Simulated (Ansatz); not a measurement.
Input file:

```yaml
crystal:
  periodic: [false, false, false]
  atoms:
    - {symbol: Al, position_ang: [0.000000, 0.000000, 1.699100]}
    - {symbol: O, position_ang: [0.000000, 0.000000, 0.000000]}
    - {symbol: Al, position_ang: [0.000000, 0.000000, -1.699100]}
basis:
  gaussian: {orbitals: cc-pVDZ}
magnetization: {spin_polarized: true, initial_magnetization: 0}
correlation: {method: bccd_t, electrons: valence}
accuracy: high
```

```sh
$ ansatz run in.yaml --threads 1 --pin off --events-out ev --progress --plain --max-ram 2393MiB
```

Output:

```
989 factors; integrals over basis functions are off by at most 3.4e-9 eV
mean field evaluation 1: about -15200.9977 eV, gradient 3.3e1 eV
mean field evaluation 2: about -15201.0067 eV, gradient 3.3e1 eV
mean field evaluation 4: about -15205.6537 eV, gradient 1.5e0 eV
mean field evaluation 8: about -15205.6832 eV, gradient 4.7e-5 eV
mean field evaluation 16: about -15205.6431 eV, gradient 1.5e0 eV
mean field evaluation 32: about -15204.9800 eV, gradient 3.1e0 eV
mean field evaluation 64: about -15199.3771 eV, gradient 1.2e-1 eV
mean field evaluation 96: about -15199.3149 eV, gradient 1.1e-3 eV
mean field evaluation 128: about -15198.5142 eV, gradient 3.8e0 eV
mean field -15205.68318232 eV, -558.7985501680 hartree, gradient 1.2e-8 eV, S^2 0.000000; 4 other end points of the search recorded, 0 dependent functions left out
11 core orbitals not correlated: weight in the atoms' cores, before any rotation towards them, 1.000 or more for the frozen orbitals, at most 0.000 for the correlated occupied ones
reference -15205.68318232 eV, -558.7985501680 hartree; 6, 6 occupied and 33, 33 virtual orbitals, 989 factors
second order -7.43013161 eV of doubles, -0.00000000 eV of singles
cycle   1  -7.57671953 eV  change   -1.5e-1 eV  update   1.2e-1
cycle   2  -7.90076120 eV  change   -3.2e-1 eV  update   4.8e-2
cycle   3  -8.03345199 eV  change   -1.3e-1 eV  update   2.8e-2
cycle   4  -8.02519454 eV  change    8.3e-3 eV  update   6.0e-3
cycle   5  -8.02467753 eV  change    5.2e-4 eV  update   1.9e-3
cycle   6  -8.02491559 eV  change   -2.4e-4 eV  update   5.1e-4
cycle   7  -8.02461297 eV  change    3.0e-4 eV  update   1.7e-4
cycle   8  -8.02446310 eV  change    1.5e-4 eV  update   5.8e-5
cycle   9  -8.02446806 eV  change   -5.0e-6 eV  update   2.1e-5
cycle  10  -8.02446306 eV  change    5.0e-6 eV  update   6.5e-6
cycle  11  -8.02446342 eV  change   -3.6e-7 eV  update   2.5e-6
cycle  12  -8.02446411 eV  change   -6.9e-7 eV  update   9.8e-7
cycle  13  -8.02446418 eV  change   -7.4e-8 eV  update   4.5e-7
cycle  14  -8.02446464 eV  change   -4.5e-7 eV  update   1.3e-7
cycle  15  -8.02446461 eV  change    2.2e-8 eV  update   4.7e-8
cycle  16  -8.02446464 eV  change   -3.1e-8 eV  update   1.1e-7
cycle  17  -8.02446465 eV  change   -6.9e-9 eV  update   4.3e-8
cycle  18  -8.02446467 eV  change   -1.9e-8 eV  update   1.8e-8
cycle  19  -8.02446467 eV  change    5.0e-9 eV  update   7.7e-9
cycle  20  -8.02446467 eV  change   -1.3e-9 eV  update   3.3e-9
cycle  21  -8.02446467 eV  change   9.6e-10 eV  update   1.2e-9
perturbative correction -0.27005188 eV, -0.0099242235 hartree
Total energy: -15213.97769886 eV, -559.1033680287 hartree
```

Ran on 1 thread of Arm Neoverse V1, shared host: 4.7 s wall, 0.21 GiB peak host memory.
